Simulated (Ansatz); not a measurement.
The input, for Ansatz 0.2.0:

```yaml
crystal:
  periodic: [false, false, false]
  atoms:
    - {symbol: Si, position_ang: [0.000000, 0.000000, 2.688289]}
    - {symbol: Al, position_ang: [0.000000, 0.000000, -0.544711]}
    - {symbol: H, position_ang: [0.000000, 0.000000, -2.143577]}
basis:
  gaussian: {orbitals: 6-31G}
magnetization: {spin_polarized: false, initial_magnetization: 2}
correlation: {active_space: {ras: {orbitals: [3, 2, 13], electrons: 8, max_holes: 4, max_particles: 4}, fixed_orbitals: true}}
```

```sh
$ ansatz run in.yaml --threads 1 --pin off --events-out ev --progress --plain --max-ram 2393MiB
```

The program prints:

```
310 factors; integrals over basis functions are off by at most 1.5e-4 eV
mean field evaluation 1: about -14455.8400 eV, gradient 6.5e0 eV
mean field evaluation 2: about -14455.8414 eV, gradient 6.5e0 eV
mean field evaluation 4: about -14456.5624 eV, gradient 6.3e-1 eV
mean field evaluation 8: about -14456.5694 eV, gradient 9.8e-4 eV
mean field evaluation 16: about -14453.2470 eV, gradient 6.7e-3 eV
mean field evaluation 32: about -14456.0399 eV, gradient 1.8e0 eV
mean field evaluation 64: about -14455.5215 eV, gradient 1.6e-3 eV
mean field -14456.56944060 eV, -531.2691279272 hartree, gradient 1.4e-6 eV, S^2 2.000000; 8 other end points of the search recorded, 0 dependent functions left out
reference -14456.56944060 eV, -531.2691279272 hartree; 15, 13 occupied and 13, 15 virtual orbitals, 310 factors
state -14458.69505013 eV, -531.3472426367 hartree
Total energy: -14458.69505013 eV, -531.3472426367 hartree
```

Natural occupations: 1.9601 1.9581 1.8786 0.9784 0.9784 0.0869 0.0495 0.0495 0.0255 0.0079 0.0061 0.0061 0.0060 0.0040 0.0018 0.0011 0.0011 0.0007.

For the same geometry and basis full CI lies 6.1 meV lower.

Ran on 1 thread of Arm Neoverse V1, shared host: 6 s wall, 0.15 GiB peak host memory.
